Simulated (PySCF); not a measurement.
## Property card for thionylimide, `N=S=O`

Thionylimide, HNOS.
Atom-mapped SMILES: `[NH:1]=[S:2]=[O:3]` (hydrogens: H4 on N1)

From GFN2-xTB geometry:

```
Point group of the GFN2-xTB geometry                  : Cs
Rotational constants A, B, C of the GFN2-xTB geometry : 45.217, 10.202, 8.324 GHz
```

B3LYP/def2-SVPD ground state and vertical TDDFT (core frozen in the response) (PySCF):

```
Dipole moment                                                     : 1.01 D
HOMO energy                                                       : -8.70 eV
LUMO energy                                                       : -3.17 eV
HOMO–LUMO gap                                                     : 5.53 eV
Lowest singlet excitation                                         : 3.87 eV (320 nm, f = 0.000)
Strongest line among the 8 lowest singlet transitions             : S3 at 5.70 eV (218 nm, f = 0.081)
Lowest triplet excitation (Tamm–Dancoff)                          : 3.20 eV
Static isotropic polarisability                                   : 31.0 au
Electronic spatial extent ⟨r²⟩ about the centre of nuclear charge : 170 bohr²
```

Monoisotopic mass (most abundant isotopes): 62.9779 u.

With B = h/(8π²I), that is 505.379 GHz u Å² over I, the principal moments of inertia are 11.2, 49.5 and 60.7 u Å² (most abundant isotopes); the inertial defect Ic − Ia − Ib is 0.0 u Å² (zero for a rigid planar frame, negative otherwise). The largest Löwdin shares of the LUMO are 0.44 on S2, 0.31 on N1 and 0.22 on O3. The vertical singlet–triplet gap S1 − T1 is 0.67 eV (TDDFT singlet less Tamm–Dancoff triplet; S1: HOMO→LUMO, weight 0.99; T1: HOMO−1→LUMO, weight 0.99). S1 lies 1.66 eV below the HOMO–LUMO gap; its leading configuration is HOMO→LUMO, weight 0.99. The principal polarisabilities are 22.6, 28.6 and 41.7 au; their mean is the isotropic value. The rotational constants make it an asymmetric top with κ = (2B − A − C)/(A − C) = -0.90, nearer the prolate limit (−1). The polarisability is 4.59 Å³ as a volume (1 au = 0.148185 Å³), or 0.97 au for each of the 32 electrons.

Geometry: GFN2-xTB; no solvent, vibrations or thermal averaging.
